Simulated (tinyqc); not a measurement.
Inside a calculation. Method: RHF in the sto-3g basis, for CH3-, spin multiplicity 1. The basis has no diffuse functions, so it cannot describe the extra electron: this is an exercise in the method, not the real anion. One step of it, computed by the program tinyqc.

Question. Iteration 1: diagonalisation and new density. Diagonalise F' = X^T F X, C = X C', fill 5 alpha and 5 beta electrons from the bottom; D = 2 C_occ C_occ^T. Each column has its largest component positive (the first on a tie).

Fock matrix F (hartree), lower triangle:
```
             1C 1s      1C 2s     1C 2px     1C 2py     1C 2pz      2H 1s      3H 1s      4H 1s
1C 1s   -13.107284
1C 2s    -3.211137  -1.461440
1C 2px    0.001708   0.011152  -0.316899
1C 2py    0.000000   0.000000   0.000000  -0.813363
1C 2pz    0.000062  -0.000285  -0.000002   0.000000  -0.773716
2H 1s    -0.612433  -0.444725  -0.193088   0.000000   0.000151  -0.136381
3H 1s    -0.613825  -0.448749   0.098386  -0.277041   0.000147  -0.110869  -0.137072
4H 1s    -0.613825  -0.448749   0.098386   0.277041   0.000147  -0.110869  -0.087207  -0.137072
```

X, lower triangle:
```
            1C 1s      1C 2s     1C 2px     1C 2py    1C 2pz      2H 1s      3H 1s     4H 1s
1C 1s    1.027848
1C 2s   -0.158537   1.302001
1C 2px  -0.000011   0.000168   1.141127
1C 2py   0.000000   0.000000   0.000000   1.140899
1C 2pz   0.000023  -0.000223   0.000000   0.000000  1.000000
2H 1s    0.023707  -0.271837  -0.284570   0.000000  0.000219   1.186461
3H 1s    0.023692  -0.271452   0.142170  -0.246139  0.000219  -0.022599   1.186073
4H 1s    0.023692  -0.271452   0.142170   0.246139  0.000219  -0.022599  -0.022564  1.186073
```

Give: F' = X^T F X; orbital energies; coefficients C; D after iteration 1.

Answer.

F' = X^T F X (hartree), lower triangle:
```
          1        2        3        4        5        6        7       8
1  -12.9178
2   -1.5125  -0.7663
3   -0.0002   0.0119  -0.2256
4    0.0000   0.0000   0.0000  -0.7536
5    0.0001  -0.0004   0.0000   0.0000  -0.7737
6   -0.1131  -0.2006  -0.1817   0.0000   0.0001   0.0974
7   -0.1142  -0.2087   0.0923  -0.1723   0.0001  -0.0275   0.1307
8   -0.1142  -0.2087   0.0923   0.1723   0.0001  -0.0275  -0.0276  0.1307
```

orbital energies (hartree): MO1 -13.1076, MO2 -0.8146, MO3 -0.7737, MO4 -0.7194, MO5 -0.3323, MO6 0.2025, MO7 0.2193, MO8 0.2477

coefficients C:
```
            MO1      MO2      MO3      MO4      MO5      MO6      MO7      MO8
1C 1s    1.0014   0.0000  -0.0014  -0.2521  -0.0042   0.1237   0.0000   0.0415
1C 2s   -0.0068   0.0000   0.0059   1.0279   0.0099  -0.8905   0.0000  -0.3032
1C 2px  -0.0001   0.0000  -0.0001  -0.0277   0.8785  -0.2804   0.0000   0.7566
1C 2py   0.0000   1.0221   0.0000   0.0000   0.0000   0.0000  -0.6149   0.0000
1C 2pz   0.0000   0.0000   1.0000  -0.0057   0.0000   0.0007   0.0000   0.0002
2H 1s    0.0022   0.0000   0.0000   0.0037   0.1827   1.0030   0.0000  -0.7244
3H 1s    0.0024  -0.0311   0.0000   0.0028  -0.0713   0.5086   0.8888   0.7128
4H 1s    0.0024   0.0311   0.0000   0.0028  -0.0713   0.5086  -0.8888   0.7128
```

D after iteration 1, lower triangle:
```
          1C 1s    1C 2s   1C 2px   1C 2py  1C 2pz    2H 1s   3H 1s   4H 1s
1C 1s    2.1326
1C 2s   -0.5319   2.1135
1C 2px   0.0065  -0.0394   1.5451
1C 2py   0.0000   0.0000   0.0000   2.0894
1C 2pz   0.0000   0.0000   0.0000   0.0000  2.0000
2H 1s    0.0010   0.0112   0.3209   0.0000  0.0000   0.0668
3H 1s    0.0039   0.0043  -0.1254  -0.0635  0.0000  -0.0260  0.0121
4H 1s    0.0039   0.0043  -0.1254   0.0635  0.0000  -0.0260  0.0083  0.0121
```
